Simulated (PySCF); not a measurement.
## How methods differ on the ionisation energy of Ne

Ne [Ne] (1S) → Ne⁺ [He] 2s2 2p5 (2P), as a difference of total energies. Calculation: PySCF 2.14, in dyall-av2z; the non-relativistic Hamiltonian (point nucleus). Correlated levels: valence: 1s2 frozen; virtual orbitals above 40 to 60 times the deepest correlated orbital energy dropped. The calculations carry no spin-orbit coupling.

```tsv
method	ionisation energy (eV)
UHF	19.712
MP2 (valence)	21.525
SCS-MP2 (valence)	21.379
CCSD (valence)	21.268
CCSD(T) (valence)	21.325
CCSDT (valence)	21.323
```

Problem. How much does correlation contribute at CCSD(T) (valence)?

Solution. 21.325 − (19.712) = 1.613 eV, measured against UHF.

A first-order spin-orbit estimate (lowest level to lowest level, LS coupling) adds -0.033 eV.

Errors of the correlated levels include the incompleteness of this basis and the frozen core.

For comparison: 21.565 eV (measured; NIST Atomic Spectra Database, ionization energies).
